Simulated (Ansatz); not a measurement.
fcc Au, treated with HSE06-D3(BJ) in Ansatz (PAW).

Run with plane-wave cutoff 460 eV, 14×14×14 k mesh, Fermi–Dirac smearing 0.05 eV, scalar-relativistic PAW data made under PBE.

Energies at three volumes about the minimum:

| V (Å³/atom) | E − E_lowest (meV/atom) |
|---|---|
| 16.253 | 6.80 |
| 16.669 | 0.00 |
| 17.100 | 5.48 |

Fit a parabola by hand: where is the minimum, what lattice constant follows, and what is the bulk modulus?

Slopes: (0.00 − 6.80)/(16.669 − 16.253) = -16.346 and (5.48 − 0.00)/(17.100 − 16.669) = 12.715 meV/Å³. Curvature E″ = 2 × (12.715 − (-16.346))/(17.100 − 16.253) = 68.621 meV/Å⁶. From the middle of the first interval, the slope vanishes at V0 = 16.4610 − (-16.346)/68.621 = 16.699 Å³/atom. B = V0 E″ = 16.699 × 68.621 meV/Å³ × 0.1602 GPa per meV/Å³ = 184 GPa. With 4 atoms in the cube, a = (4 × 16.699)^(1/3) = 4.057 Å. The full Birch–Murnaghan fit to all volumes gives V0 = 16.686 Å³/atom and B0 = 182 GPa.

Measured, for comparison: bulk modulus 182 GPa (0 K value with the zero-point phonon effect removed, our sources range from 175 to 182; as tabulated in Mejia-Rodriguez and Trickey (2018), arXiv:1807.09216); lattice constant a 4.062 Å (static lattice: zero-point anharmonic expansion removed; as tabulated in Mejia-Rodriguez and Trickey (2018), arXiv:1807.09216). Computed (rounded) less measured: bulk modulus 0.0 % (inside the range of the sources held).

Ansatz is a first-principles code.
